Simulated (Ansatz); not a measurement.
`O[Si]S` + CH₄ → `C[Si]S` + H₂O at 600 K and 1 bar (formal exchange of groups at the Si–O bond).

Calculated with Ansatz (gas phase, PBE0-D4/def2-TZVP geometries, no zero-point term in ΔE). CCSD(T)/CBS is the MP2 limit (def2-TZVPP, def2-QZVPP) plus CCSD(T) − MP2 in def2-TZVPP, frozen cores. This one scheme is used for every species. One conformer a species, not always the lowest.

```tsv
species	CCSD(T)/CBS energy (Eh)	H − E (kJ/mol)	S (J/(mol·K))
`O[Si]S`	-763.27025	99.4	342.9
CH₄	-40.46206	140.4	215.7
`C[Si]S`	-727.30578	163.9	366.9
H₂O	-76.37941	76.8	212.8
```

H − E and S are ideal-gas, rigid-rotor, harmonic terms from PBE0-D4/def2-TZVP, for one conformer and one mirror image of each species. 1 Eh = 2625.50 kJ/mol, R = 8.31446 J/(mol·K).

By hand: ΔE, ΔH, ΔS and ΔG.

ΔE = (-727.30578) + (-76.37941) − (-763.27025) − (-40.46206) = 0.04712 Eh = 123.7 kJ/mol. Δ(H − E) = 163.9 + 76.8 − 99.4 − 140.4 = 0.9, so ΔH = 124.6 kJ/mol. ΔS = 366.9 + 212.8 − 342.9 − 215.7 = 21.1 J/(mol·K). ΔG = 124.6 − 600 × (21.1)/1000 = 111.9 kJ/mol.

By hand: the equilibrium constant, and the temperature at which ΔG would vanish if ΔH and ΔS stayed fixed.

log₁₀ K = −ΔG/(RT ln 10) = -9.7. ΔG = 0 at ΔH/ΔS = 5905 K, far beyond where these terms or the molecules hold.

ΔH outweighs TΔS. A doubt of 5 kJ/mol in ΔE shifts log₁₀ K by 0.4 here. Other conformers and mirror images would add mixing entropy, several J/(mol·K) or more a flexible species. These are equilibria of isolated gas molecules and say nothing of rates. Largest T1 diagnostic: 0.015 (customary marks: 0.02 for closed shells, 0.045 for open ones).
